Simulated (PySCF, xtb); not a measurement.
## Two isomers of CH3OSi+

Structure X: `C[Si+]=O`, a singlet. Structure Y: `[CH2+]O[SiH]`, a singlet. Both are isolated ions in the gas phase, relaxed with B3LYP-D3(BJ)/def2-SVP; the shapes shown needn't be the lowest conformers.

X (Å):

```yaml
atoms:
  - { symbol: C, position_ang: [-4.1249, 2.2517, -1.7113] }
  - { symbol: O, position_ang: [-2.0689, 0.8729, 0.5307] }
  - { symbol: Si, position_ang: [-2.9959, 1.4942, -0.4793] }
  - { symbol: H, position_ang: [-5.1433, 2.2562, -1.2828] }
  - { symbol: H, position_ang: [-4.0856, 1.6397, -2.6303] }
  - { symbol: H, position_ang: [-3.7740, 3.2809, -1.9068] }
```

Y (Å):

```yaml
atoms:
  - { symbol: C, position_ang: [-0.7407, -0.3641, -1.6841] }
  - { symbol: O, position_ang: [0.1886, -0.3247, -0.8701] }
  - { symbol: Si, position_ang: [1.6726, -0.0474, 0.0928] }
  - { symbol: H, position_ang: [1.1212, -1.0288, 1.1137] }
  - { symbol: H, position_ang: [-0.7174, -1.1053, -2.5011] }
  - { symbol: H, position_ang: [-1.5847, 0.3391, -1.5811] }
```

Quicker runs give these differences E(Y) − E(X): GFN2-xTB +44.3 kcal/mol; HF/STO-3G −7.6 kcal/mol (at GFN2-xTB geometries); r2SCAN-D4/def2-SVP +18.0 kcal/mol (at GFN2-xTB geometries).

Question: Which of the two would you expect CCSD(T)/def2-TZVP electronic energies to favour?

Answer: Structure X; the calculation gives E(Y) − E(X) = +17.4 kcal/mol.

Level by level:

```csv
level,geometry,E(Y) − E(X) (kcal/mol),departure from the last row (kcal/mol),"job, with rough time for the two"
GFN2-xTB,GFN2-xTB,+44.3,+26.9,"optimisation, 0.32 s"
HF/STO-3G,GFN2-xTB,−7.6,−25.1,"single point, 2.6 s"
r2SCAN-D4/def2-SVP,GFN2-xTB,+18.0,+0.5,"single point, 21 s"
B3LYP-D3(BJ)/def2-SVP,B3LYP-D3(BJ)/def2-SVP,+6.8,−10.6,"optimisation, 89 s"
HF/def2-TZVP,B3LYP-D3(BJ)/def2-SVP,−1.3,−18.7,part of the CCSD(T) run
MP2/def2-TZVP,B3LYP-D3(BJ)/def2-SVP,+27.5,+10.0,part of the CCSD(T) run
CCSD(T)/def2-TZVP,B3LYP-D3(BJ)/def2-SVP,+17.4,,"single point, 1.8 min"
```

As drawn, Y has 1 C–O, 1 O–Si, 1 Si–H in place of 1 C–Si, 1 O=Si, 1 C–H.

HF/STO-3G, HF/def2-TZVP put the two in the other order. The largest departure from CCSD(T)/def2-TZVP is that of GFN2-xTB, 26.9 kcal/mol.

With thermal terms from frequencies at re-optimised GFN2-xTB minima (ideal gas, soft modes damped towards free rotors, one conformer each, 400 K, 1 atm): the zero-point term adds −2.3 kcal/mol; ΔH is +15.3 and ΔG +14.3 kcal/mol.

The T1 diagnostic of structures X and Y is large, so the coupled-cluster value is less sure. The correlated steps freeze 7 core orbitals. Codes used: PySCF 2.14.0, xtb 6.7.1; the last row on 2 threads of Intel(R) Xeon(R) Processor @ 2.50GHz (Skylake/Cascade Lake) on a shared host.
